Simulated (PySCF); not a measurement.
Bonds (- single, = double, # triple, : aromatic): C1-N2 1.441 Å, N2:C3 1.363 Å, C3:N4 1.306 Å, N4:N5 1.358 Å, N5:C6 1.306 Å, C6:N2 1.363 Å. C1 carries H7, H8, H9; C3 carries H10; C6 carries H11.

Geometry: PBE0-D3(BJ)/def2-SVP; GIAO shifts from PySCF 2.14, gas phase, non-relativistic, averaged over equivalent atoms.

At B3LYP/pcSseg-2 (286 basis functions, 23 s wall time on 1 thread of an Arm Neoverse V2, shared host):
```csv
atoms,δ (ppm)
C3/C6,149.9
C1,31.3
N4/N5,382.4
N2,188.5
H10/H11,7.83
H7/H8/H9,3.61
```

δ = σ(ref) − σ, references computed at the same level: TMS for $^{13}$C (179.19 ppm) and $^{1}$H (31.39 ppm); $^{15}$N (258.52 ppm) against NH3.

**Question.** What do these become at KT2/pcSseg-2?

**Answer.** 
| atoms | δ at KT2/pcSseg-2 | change |
| --- | --- | --- |
| C3/C6 | 138.5 | -11.4 |
| C1 | 30.8 | -0.5 |
| N4/N5 | 352.9 | -29.5 |
| N2 | 179.8 | -8.7 |
| H10/H11 | 7.76 | -0.07 |
| H7/H8/H9 | 3.67 | +0.06 |

References, each an isolated molecule treated in the same way: $^{13}$C (182.28 ppm) and $^{1}$H (31.18 ppm) vs TMS; $^{15}$N (260.12 ppm) vs NH3.

The largest change is at N4/N5 (pyridine-type nitrogen of an azole). Cost: 286 basis functions, 36 s wall time on 1 thread of an Arm Neoverse V2, shared host.

Experimental scales use liquid or dissolved standards, which lie at an offset from isolated NH3 (liquid NH3: subtract about 20 ppm). Unscaled 15N shifts of sp2 nitrogen come out 20 to 40 ppm too high even then.
